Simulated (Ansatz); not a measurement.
Z-matrix (Å, degrees):
```
C
N 1 1.412
F 1 1.386 2 115.2
H 1 1.094 2 108.7 3 -120.5
H 1 1.094 2 108.7 3 120.5
C 2 1.259 1 120.4 3 -0.1
H 6 1.089 2 118.4 1 -180.0
H 6 1.092 2 123.6 1 -0.0
```

The species carries charge 0 and has multiplicity 1.

(1) List the CAM-B3LYP/def2-TZVPP orbital energies in eV (Ansatz). (An estimate is asked.)

Answers

(1) Ansatz gave: Occupied: -673.38, -391.96, -281.67, -280.18, -34.99, -27.87, -22.02, -18.23, -16.20, -16.06, -15.96, -13.74, -12.44, -12.32, -10.36, -9.45. Lowest empty: 0.60, 2.53, 3.09, 3.73, 4.17, 4.53, 4.65, 6.08.
